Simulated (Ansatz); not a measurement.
Start from `CC=N` and change one atom or group to get `C/C=N/C`.

Ansatz, PBE0-D4/def2-TZVP geometries, multiplicity 1. Each molecule was computed in one conformer, which needn't be the lowest.

| property | `CC=N` |
| --- | --- |
| HOMO energy (B3LYP/def2-TZVPP) / eV | -7.33 |
| HOMO–LUMO gap (ωB97M-V/def2-TZVPP) / eV | 12.29 |
| LUMO energy (PBE0/def2-TZVPP) / eV | 0.03 |
| size of the dipole moment (ωB97M-V/def2-TZVPP) / D | 2.54 |
| zero-point energy (PBE0-D4/def2-TZVP) / kJ/mol | 180.3 |
| LUMO energy (B3LYP/def2-TZVPP) / eV | -0.25 |

Problem. Give the same properties after the change, and the shifts. (Estimate.)

Solution. Computed: 
```
                                          property  `C/C=N/C`  shift
               HOMO energy (B3LYP/def2-TZVPP) / eV      -6.96   0.37
           HOMO–LUMO gap (ωB97M-V/def2-TZVPP) / eV      11.95  -0.34
                LUMO energy (PBE0/def2-TZVPP) / eV       0.15   0.12
size of the dipole moment (ωB97M-V/def2-TZVPP) / D       1.49  -1.05
    zero-point energy (PBE0-D4/def2-TZVP) / kJ/mol      252.8   72.5
               LUMO energy (B3LYP/def2-TZVPP) / eV      -0.12   0.13
```

With PBE0 the HOMO rises by 0.38 eV and the LUMO rises by 0.12 eV, so the gap narrows by about 0.26 eV. PBE moves the HOMO by 0.30 eV and ωB97M-V by 0.40 eV. The zero-point energy changes by 72.5 kJ/mol with +9 modes. Dipoles are sizes alone; their direction can turn.

B3LYP here is the variant with VWN-RPA as its local correlation; programs differ in this.
